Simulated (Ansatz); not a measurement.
1T (CdI2-type) PtS2, treated with PBEsol in Ansatz (PAW).

Settings: plane-wave cutoff 520 eV, 12×12×8 k mesh (along the axes of the cell as run), perturbation theory, force constants from a 6×6×2 q mesh, scalar-relativistic PAW data made under PBE.

Computed at the level's own relaxed cell. Harmonic vibrational thermodynamics at fixed volume:

| T (K) | S_vib (J/K per mol of atoms) | C_V (J/K per mol of atoms) | F_vib (eV/atom) |
|---|---|---|---|
| 100 | 6.87 | 10.29 | 0.0438 |
| 200 | (withheld) | (withheld) | (withheld) |
| 300 | (withheld) | (withheld) | (withheld) |
| 500 | (withheld) | (withheld) | (withheld) |
| 600 | (withheld) | (withheld) | (withheld) |
| 800 | (withheld) | (withheld) | (withheld) |
| 1000 | (withheld) | (withheld) | (withheld) |

Task: What belongs in the gaps?

Result: 
- 200, S_vib (J/K per mol of atoms): 17.07
- 200, C_V (J/K per mol of atoms): 18.77
- 200, F_vib (eV/atom): 0.0313
- 300, S_vib (J/K per mol of atoms): 25.36
- 300, C_V (J/K per mol of atoms): 21.83
- 300, F_vib (eV/atom): 0.0091
- 500, S_vib (J/K per mol of atoms): 37.07
- 500, C_V (J/K per mol of atoms): 23.74
- 500, F_vib (eV/atom): -0.0565
- 600, S_vib (J/K per mol of atoms): 41.44
- 600, C_V (J/K per mol of atoms): 24.10
- 600, F_vib (eV/atom): -0.0972
- 800, S_vib (J/K per mol of atoms): 48.43
- 800, C_V (J/K per mol of atoms): 24.46
- 800, F_vib (eV/atom): -0.1907
- 1000, S_vib (J/K per mol of atoms): 53.91
- 1000, C_V (J/K per mol of atoms): 24.63
- 1000, F_vib (eV/atom): -0.2970

The crystal is taken as a harmonic solid at every temperature: melting, phase changes and thermal expansion are not seen.

Note: the run warned that the k mesh is coarse for the response to a field; the cell comes from a level without a dispersion term, which matters for the spacing of layers, chains or molecules.

Ansatz is an electronic-structure program.
